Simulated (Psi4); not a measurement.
# C3H2F+ (SMILES Fc1c[cH+]1) at 6 levels

Aim: a comparison of 6 runs (HF/STO-3G, HF/3-21G, B3LYP/6-31G*, UMP2/2ZaPa-NR, ACPF/6-31G) of C3H2F+. 

The calculation is run with Psi4 1.11.

4 further runs of the same task are left out: 4 set aside as unsound or not needed.

### 1 The structure to begin with

C3H2F+: 6 atoms, total charge +1, spin state singlet. As SMILES, `Fc1c[cH+]1`. The coordinates come from a GFN2-xTB relaxation.

Bond lengths: F1–C2 1.251 Å, C2–C3 1.384 Å, C2–C4 1.384 Å, C3–C4 1.382 Å, C3–H5 1.077 Å, C4–H6 1.077 Å. Angles: F1–C2–C3 150.1°, F1–C2–C4 150.0°, C3–C2–C4 59.9°, C2–C3–C4 60.1°, C2–C4–C3 60.1°, C2–C3–H5 150.5°, C4–C3–H5 149.5°, C2–C4–H6 150.6°, C3–C4–H6 149.4°.

### 2 Energy and gradient at HF/STO-3G (run 1)

calc.py reads:

```python
import psi4

psi4.set_memory('1600 MB')
psi4.set_num_threads(1)
psi4.core.set_output_file('run.log', False)

molecule = psi4.geometry("""
1 1
F     -0.88191629    -3.46388688     1.36581845
C     -0.33642794    -1.32380984     0.52198015
C      1.24754050     0.23188829    -0.86163952
C     -0.87698410     1.22507165     0.28805095
H      2.91038610     0.50104198    -2.00273175
H     -2.06257937     2.82971369     0.68854061
units bohr
symmetry c1
no_reorient
no_com
""")

psi4.set_options({
    'basis': 'STO-3G',
    'puream': True,
    'e_convergence': 1e-09,
    'd_convergence': 1e-08,
    'scf_type': 'pk',
})

e_tot = psi4.gradient("scf")
print('gradient / Eh bohr^-1')
print(e_tot.np.round(6))
```

Run with:

```
$ python calc.py
```

run.log:

```text
[...]
  Running in c1 symmetry.
[...]
  Nuclear repulsion =  100.791066897334616
[...]
  Multiplicity = 1
[...]
  Nalpha       = 14
  Nbeta        = 14
[...]
    Number of basis functions: 22
[...]
   @RHF iter   1:  -210.98701953366654   -1.65515e+00   1.55750e-02 ADIIS/DIIS
[...]
   @RHF iter  10:  -211.07090023063554   -2.91891e-11   8.76006e-09 DIIS
[...]
    Orbital Energies [Eh]
    ---------------------
    Doubly Occupied:
       1A    -26.405000     2A    -11.550801     3A    -11.455081
       4A    -11.454440     5A     -1.908574     6A     -1.517363
       7A     -1.077620     8A     -1.055358     9A     -0.988577
      10A     -0.926922    11A     -0.920516    12A     -0.814442
      13A     -0.731582    14A     -0.717184
[...]
  @RHF Final Energy:  -211.07090023063554
   => Energetics <=
    Nuclear Repulsion Energy =            100.7910668973346162
    One-Electron Energy =                -480.6770171368425508
    Two-Electron Energy =                 168.8150500088723618
    Total Energy =                       -211.0709002306355444
[...]
  -Total Gradient:
     Atom            X                  Y                   Z
    ------   -----------------  -----------------  -----------------
       1        0.015637712832     0.061568510888    -0.024252863725
       2       -0.015184457887    -0.060129390118     0.023621331468
       3        0.019792554435    -0.000265825681    -0.012716165866
       4       -0.015795897768     0.015991422462     0.006557711678
       5       -0.014057322548    -0.003149657950     0.009807843368
       6        0.009607410935    -0.014015059598    -0.003017856924
[...]
```

On the terminal:

```text
gradient / Eh bohr^-1
[[ 0.015638  0.061569 -0.024253]
 [-0.015184 -0.060129  0.023621]
 [ 0.019793 -0.000266 -0.012716]
 [-0.015796  0.015991  0.006558]
 [-0.014057 -0.00315   0.009808]
 [ 0.009607 -0.014015 -0.003018]]
```

Wall time 1.7 s (1 thread of Intel Xeon 6975P-C (Granite Rapids), shared host); peak memory 0.18 GiB.

### 3 The energy at HF/3-21G (run 2)

c3h2f.dat reads:

```
memory 1600 mb

molecule {
  1 1
  F     -0.88191629    -3.46388688     1.36581845
  C     -0.33642794    -1.32380984     0.52198015
  C      1.24754050     0.23188829    -0.86163952
  C     -0.87698410     1.22507165     0.28805095
  H      2.91038610     0.50104198    -2.00273175
  H     -2.06257937     2.82971369     0.68854061
  units bohr
  symmetry c1
}

set basis 3-21G
set puream true
set e_convergence 1e-09
set d_convergence 1e-08
set scf_type pk

E, wfn = energy('hf', return_wfn=True)
oeprop(wfn, 'WIBERG_LOWDIN_INDICES', 'LOWDIN_CHARGES', 'MAYER_INDICES', title='HF')
print_variables()
```

Run with:

```
$ psi4 c3h2f.dat c3h2f.out -n 1
```

c3h2f.out:

```text
[...]
  Running in c1 symmetry.
[...]
  Nuclear repulsion =  100.791066897334616
[...]
  Multiplicity = 1
[...]
  Nalpha       = 14
  Nbeta        = 14
[...]
    Number of basis functions: 40
[...]
   @RHF iter   1:  -212.57020773953627    1.20813e-02   7.41202e-03 ADIIS/DIIS
[...]
   @RHF iter  11:  -212.62486094494008   -7.98650e-12   7.16495e-09 DIIS
[...]
    Orbital Energies [Eh]
    ---------------------
    Doubly Occupied:
       1A    -26.513060     2A    -11.641116     3A    -11.551840
       4A    -11.551530     5A     -1.964166     6A     -1.560595
       7A     -1.117537     8A     -1.107770     9A     -1.034282
      10A     -0.993561    11A     -0.992606    12A     -0.851303
      13A     -0.787406    14A     -0.759277
[...]
  @RHF Final Energy:  -212.62486094494008
   => Energetics <=
    Nuclear Repulsion Energy =            100.7910668973346162
    One-Electron Energy =                -481.9797588252216656
    Two-Electron Energy =                 168.5638309829469392
    Total Energy =                       -212.6248609449400817
[...]
 Multipole Moments:
 ------------------------------------------------------------------------------------
     Multipole            Electronic (a.u.)      Nuclear  (a.u.)        Total (a.u.)
 ------------------------------------------------------------------------------------
 L = 1.  Multiply by 2.5417464519 to convert [e a0] to [Debye]
 Dipole X            :         -0.5921094            0.9947838            0.4026744
 Dipole Y            :         -2.3266116            3.9076970            1.5810854
 Dipole Z            :          0.9175726           -1.5413288           -0.6237562
 Magnitude           :                                                    1.7467253
[...]
```

Wall time 1.8 s (1 thread of Intel Xeon 6975P-C (Granite Rapids), shared host); peak memory 0.18 GiB.

Runs 3 to 5 aren't shown in full; the table further down has their settings and results.

### 4 A single-point energy at ACPF/6-31G (run 6)

input.dat reads:

```
memory 1600 mb

molecule {
  1 1
  F     -0.88191629    -3.46388688     1.36581845
  C     -0.33642794    -1.32380984     0.52198015
  C      1.24754050     0.23188829    -0.86163952
  C     -0.87698410     1.22507165     0.28805095
  H      2.91038610     0.50104198    -2.00273175
  H     -2.06257937     2.82971369     0.68854061
  units au
  symmetry c1
  no_reorient
  no_com
}

set reference rhf
set scf_type pk

e_tot = energy("acpf/6-31G")
```

Run with:

```
$ psi4 -i input.dat -o output.dat -n 1
```

output.dat:

```text
[...]
  Running in c1 symmetry.
[...]
  Nuclear repulsion =  100.791066897334616
[...]
  Multiplicity = 1
[...]
  Nalpha       = 14
  Nbeta        = 14
[...]
    Number of basis functions: 40
[...]
   @RHF iter   1:  -213.66918796106091    3.37166e-02   7.32367e-03 ADIIS/DIIS
[...]
   @RHF iter  11:  -213.72447702769458   -9.52127e-12   7.80630e-09 DIIS
[...]
  @RHF Final Energy:  -213.72447702769458
   => Energetics <=
    Nuclear Repulsion Energy =            100.7910668973346162
    One-Electron Energy =                -483.6553644440762696
    Two-Electron Energy =                 169.1398205190471060
    Total Energy =                       -213.7244770276945758
[...]
 Multipole Moments:
 ------------------------------------------------------------------------------------
     Multipole            Electronic (a.u.)      Nuclear  (a.u.)        Total (a.u.)
 ------------------------------------------------------------------------------------
 L = 1.  Multiply by 2.5417464519 to convert [e a0] to [Debye]
 Dipole X            :          7.0438762           -6.8846691            0.1592071
 Dipole Y            :         27.6700305          -27.0453256            0.6247049
 Dipole Z            :        -10.9149835           10.6685244           -0.2464591
 Magnitude           :                                                    0.6901776
[...]
      * SCS-MP2 total energy:                 -214.086710465593
[...]
      * MP2 total energy:                     -214.094013177899
[...]
```

It took 3.9 s on 1 thread of Intel Xeon 6975P-C (Granite Rapids), shared host; peak memory 0.2 GiB.

### 5 Overview of the runs

| run | level | task | integration grid | energy (Eh) | HOMO energy (eV) | LUMO energy (eV) | HOMO–LUMO gap (eV) | wall time |
| --- | --- | --- | --- | --- | --- | --- | --- | --- |
| 1 | HF/STO-3G | gradient | – | -211.070900 | -19.52 | -1.45 | 18.07 | 1.7 s |
| 2 | HF/3-21G | energy | – | -212.624861 | -20.66 | -3.92 | 16.74 | 1.8 s |
| 3 | B3LYP/6-31G* (spherical functions) | energy | 99 radial × 590 angular | -214.947974 | -16.67 | -8.24 | 8.43 | 7.2 s |
| 4 | B3LYP/6-31G* (Cartesian functions) | energy | 99 radial × 590 angular | -214.950828 | -16.67 | -8.24 | 8.43 | 7.5 s |
| 5 | UMP2/2ZaPa-NR (DKH3, density fitting, density fitting for correlation) | energy | – | -214.539575 | -20.54 | -3.92 | 16.62 | 2.6 s |
| 6 | ACPF/6-31G | energy | – | -214.114899 | -20.59 | -3.93 | 16.67 | 3.9 s |

### 6 What came out

| quantity | value |
| --- | --- |
| run 6: total energy | -214.11490 Eh |
| run 6: HOMO energy (Hartree–Fock orbitals) | -20.59 eV |
| run 6: LUMO energy (Hartree–Fock orbitals) | -3.93 eV |
| run 6: HOMO–LUMO gap (Hartree–Fock orbitals) | 16.67 eV |
| run 6: correlation energy | -390.4 mEh |

**Reading.** Over runs 1, 2, 3, 4 the HOMO–LUMO gap runs from 8.43 eV (B3LYP/6-31G*) to 18.07 eV (HF/STO-3G). The two ends differ in method and basis. In run 1 the basis is minimal, so the values are rough. All runs together took 25 s, the longest 7.5 s.
